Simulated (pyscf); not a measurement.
# Four-centre exchange: F–SiH₂–O–SiH₂• + hydrogen fluoride (HF) → F–SiH•–O–SiH₂–F + hydrogen (H₂)

Gas phase, doublet surface, charge 0. Bonds broken: Si4–H8, H7–F10. Bonds formed: Si4–F10, H7–H8. Single points on ωB97X-D3(BJ)/def2-SVP structures (PySCF, gas phase).

Transition state (Å):

```xyz
10

F      2.2650     1.0889     0.5577
Si     1.0970    -0.0017     0.2893
O     -0.3386     0.8338     0.3883
Si    -1.9084     0.3656     0.1851
H      1.3058    -0.5538    -1.0658
H      1.1753    -1.0058     1.3747
H     -1.8452    -1.2745     0.9538
H     -2.2711    -0.6346     1.5405
H     -2.7209     1.4656     0.8311
F     -1.2985    -1.5264    -0.1165
```

One imaginary mode, 1130i cm⁻¹; descent along it reached the two sides named, in the forms told below.

```
bond     change  reactant side (Å)  saddle  product side
-------  ------  -----------------  ------  ------------
Si4–H8   breaks              1.494   1.723           3.3
H7–F10   breaks              0.937   1.228           2.7
Si4–F10   forms                4.1   2.011         1.632
H7–H8     forms                3.4   0.967         0.759
```

Electronic energies relative to the separated reactants (kcal/mol):

```json
[
 {"level": "ωB97X-D3(BJ)/def2-TZVP", "barrier": "25.6", "reaction energy": "-29.9", "reverse barrier": "55.5"},
 {"level": "PBE/def2-TZVP", "barrier": "18.6", "reaction energy": "-29.2", "reverse barrier": "47.8"},
 {"level": "r²SCAN/def2-TZVP", "barrier": "20.1", "reaction energy": "-31.7", "reverse barrier": "51.8"},
 {"level": "B3LYP-D3(BJ)/def2-TZVP", "barrier": "24.7", "reaction energy": "-30.6", "reverse barrier": "55.3"},
 {"level": "PBE0-D3(BJ)/def2-TZVP", "barrier": "23.3", "reaction energy": "-28.0", "reverse barrier": "51.4"},
 {"level": "M06-2X/def2-TZVP", "barrier": "25.8", "reaction energy": "-32.0", "reverse barrier": "57.9"},
 {"level": "ωB97M-D3(BJ)/def2-TZVP", "barrier": "24.6", "reaction energy": "-29.8", "reverse barrier": "54.4"},
 {"level": "HF/def2-TZVP", "barrier": "46.0", "reaction energy": "-28.5", "reverse barrier": "74.5"}
]
```

With ωB97M-D3(BJ)/def2-TZVP energies and thermal terms (ideal gas, 1 atm, RRHO with modes under 100 cm⁻¹ raised to 100, one conformer, R ln 2 for rigid chiral ones), in kcal/mol:

```json
[
 {"T (K)": "298", "ΔH‡": "23.4", "ΔG‡": "34.3", "ΔH": "-32.0", "ΔG": "-29.8"},
 {"T (K)": "600", "ΔH‡": "23.0", "ΔG‡": "45.6", "ΔH": "-31.4", "ΔG": "-27.8"},
 {"T (K)": "900", "ΔH‡": "23.1", "ΔG‡": "56.9", "ΔH": "-31.0", "ΔG": "-26.1"},
 {"T (K)": "1200", "ΔH‡": "23.6", "ΔG‡": "68.1", "ΔH": "-30.7", "ΔG": "-24.5"}
]
```

On the reactant side the descent ends in a complex (not fully relaxed), 4.8 kcal/mol under the separated species and 30.4 kcal/mol under the saddle at ωB97X-D3(BJ)/def2-TZVP. This is the saddle that the search found; another between the same sides may lie lower.
